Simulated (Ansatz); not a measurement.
Basis-set extrapolation for chlorine (PBE0-D4/def2-TZVP geometry, frozen core, Ansatz). Multiplicity 1, RHF reference.

```csv
,cc-pV(T+d)Z,cc-pV(Q+d)Z
HF,-919.001124,-919.008894
MP2 correlation,-0.379320,-0.418544
CCSD(T) correlation,-0.430628,-0.470442
```

Energies in hartree. Use E(X) = E(∞) + A·exp(−5.46·√X) for Hartree–Fock and E(X) = E(∞) + B·X^(−3.05) for correlation, with X = 3 and 4.

Problem. What is the CCSD(T) energy at the basis-set limit?

Solution. HF limit: -919.008894 + (-0.007770) × 0.30130 = -919.01124. Correlation limit: -0.470442 + (-0.039814) × 0.71189 = -0.49879. Total: -919.51003 hartree, 49.1 kcal/mol below CCSD(T)/cc-pV(T+d)Z.
